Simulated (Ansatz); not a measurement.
# AlO₂ (quartet): from Hartree-Fock to the top rungs, cc-pVTZ

An exercise on one series of results from a longer session: the logs are not shown, and one member is left open.

Program: Ansatz 0.2.0, Gaussian basis. Level of theory: cc-pVTZ, core rule «outside noble gas», up to 7 orbitals frozen. These are calculated values, not measurements.

The runs, in order: UHF; CCSD(T) on ROHF; CCSD(T) on UHF; BCCD(T) on ROHF; CCSDT(Q) on ROHF; CCSDT(Q) on UHF.

9 further runs of the same task are left out: 4 for a known fault of the program, 5 set aside as unsound or not needed.

## What is computed

The geometry is a PBE0/def2-TZVP stationary point (not a proven minimum) of the parent state, kept for this charge and spin.

3 atoms, charge 0, spin multiplicity 4.

Atoms are counted from 1 here; the program's logs count them from 0.

Bond lengths: Al1–O2 1.646 Å, Al1–O3 1.646 Å. Angles: O2–Al1–O3 180.0°.

Geometry (Å):

| atom | x (Å) | y (Å) | z (Å) |
| --- | --- | --- | --- |
| Al1 | 0.00000 | 0.00000 | 0.00000 |
| O2 | 0.00000 | 0.00000 | -1.64590 |
| O3 | 0.00000 | 0.00000 | 1.64590 |

The first run:

Input file in.yaml:

```yaml
crystal:
  periodic: [false, false, false]
  atoms:
    - {symbol: Al, position_ang: [0.000000, 0.000000, 0.000000]}
    - {symbol: O, position_ang: [0.000000, 0.000000, -1.645900]}
    - {symbol: O, position_ang: [0.000000, 0.000000, 1.645900]}
basis:
  gaussian: {orbitals: cc-pVTZ}
magnetization: {spin_polarized: true, initial_magnetization: 3}
hamiltonian: {xc: hf}
output: {orbitals: {seedname: orbitals}}
```

Launch:

```console
$ ansatz run in.yaml --threads 1 --pin off --events-out ev --progress --plain --max-ram 2560MiB --backend cpu
```

Among the steps run: UHF; CCSD(T) on ROHF; CCSD(T) on UHF; BCCD(T) on ROHF; CCSDT(Q) on ROHF; CCSDT(Q) on UHF.

One table of the session follows, with a row left open; its other results are not shown here.

```
   method  from UCCSDT(Q) (kcal/mol)
     ROHF                    +299.79
      UHF                    +293.85
     RMP2                     +25.69
     UMP2                     +26.54
    RCCSD                          ?
    UCCSD                     +10.90
 RCCSD(T)                      +1.29
 UCCSD(T)                      +1.26
  BCCD(T)                      +1.31
   RCCSDT                      +0.55
   UCCSDT                      +0.48
RCCSDT(Q)                      +0.15
UCCSDT(Q)                          0
```

**Question.** Estimate the row for RCCSD.

The run gave: from UCCSDT(Q) (kcal/mol): +11.07. In the column «from UCCSDT(Q) (kcal/mol)» it lies between UCCSD (+10.90) and RMP2 (+25.69).

To keep in mind: Restricted and unrestricted rows rest on different reference determinants; where their highest levels disagree by more than a few hundredths of an eV, they describe different states and don't form one ladder.
